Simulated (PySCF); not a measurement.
Reaction (SMILES): N#P (N-P) + 3 [H][H] (H2) → N (NH3) + P (PH3)
B3LYP-D3(BJ)/def2-TZVP geometries, fixed; electronic energies without zero-point terms.

Effect of the atomic grid (radial, angular points) at PBE/def2-TZVP with PySCF, against the last row, where the energy of full hydrogenation is -69.30 kcal/mol. Cost is core time over that of atom_grid: 75, 302, unpruned, rough, on shared machines of one kind; a dash marks a row that isn't timed (too short, read off another run, short of memory, by another algorithm or on other hardware).

```
setting                        grid points, largest species  largest shift of a total energy (mEh)  shift of the energy of full hydrogenation (kcal/mol)  cost
-----------------------------  ----------------------------  -------------------------------------  ----------------------------------------------------  ----
atom_grid: 30, 110, unpruned                          13200                                 -0.541                                                 0.034     -
atom_grid: 50, 194, unpruned                          38800                                  0.007                                                 0.001  0.6×
atom_grid: 75, 302, unpruned                          90600                                 -0.001                                                 0.001    1×
atom_grid: 99, 590, unpruned                         233640                                  0.000                                                 0.000    2×
atom_grid: 150, 974, unpruned                        584400                                  0.000                                                 0.000    5×
```

Within 0.02 kcal/mol in the energy of full hydrogenation: atom_grid: 50, 194, unpruned; atom_grid: 75, 302, unpruned; atom_grid: 99, 590, unpruned. The largest shift is 0.541 mEh in a total energy and 0.034 kcal/mol in the difference.
